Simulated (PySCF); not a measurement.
```xyz
3
charge 0 multiplicity 2, angstrom
Al    0.0000    0.0000   -0.9800
O     0.6631    0.0000    0.8268
O    -0.6631    0.0000    0.8268
```

These are results of UPBE0/[Al def2-TZVP, O def2-TZVP], no relativity, density fitting, PySCF, not measurements.

This geometry of AlO2 is a stationary point at this level.

Task: What is the point group?

Result: C2v.

Task: Is it a minimum?

Result: Yes: all harmonic wavenumbers are real.

Task: List the harmonic modes with their infrared intensities.

Result: 
```csv
symmetry,ω (cm⁻¹),IR (km/mol)
b2,375,7.7
a1,536,125
a1,1244,1.9
```

Task: What are the dipole moment and the gap between the highest occupied and lowest empty levels of either spin?

Result: 0.94 D and 3.47 eV.

Task: Give the ideal-gas entropy at 298.15 K and 1 bar by parts.

Result: translation 159.7, rotation 87.0, vibration 7.0, spin 5.8; total 259.4 J/(mol K).

In C2v the vibrations span b2 + 2a1. Here b1 is antisymmetric to the molecular plane and b2 lies in it.

Other isomers or separated fragments may lie lower.
